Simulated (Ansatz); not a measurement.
Solid bromine was calculated with LDA (Ansatz, a quantum-chemistry and plane-wave program, plane waves, PAW).

Settings: plane-wave cutoff 500 eV, 8×8×4 k mesh (along the axes of the cell as run), gaussian smearing 0.02 eV, scalar-relativistic PAW data made under PBE.

Cell (relaxed at this level):

```yaml
crystal:
  lattice:
    - [1.96177, -3.32946, 0.00000]
    - [1.96177, 3.32946, 0.00000]
    - [0.00000, 0.00000, 8.41898]
  atoms:
    - { symbol: Br, position: [0.83802, 0.83802, 0.87918] }
    - { symbol: Br, position: [0.66198, 0.66198, 0.37918] }
    - { symbol: Br, position: [0.33802, 0.33802, 0.62082] }
    - { symbol: Br, position: [0.16198, 0.16198, 0.12082] }
```

What does this level give for the band gap?


band gap: 1.07 eV (on the SCF k mesh)

Spin–orbit coupling is not included.

Static lattice: no zero-point or thermal effects.

Cost on a shared machine: around 60 core-seconds (rough).
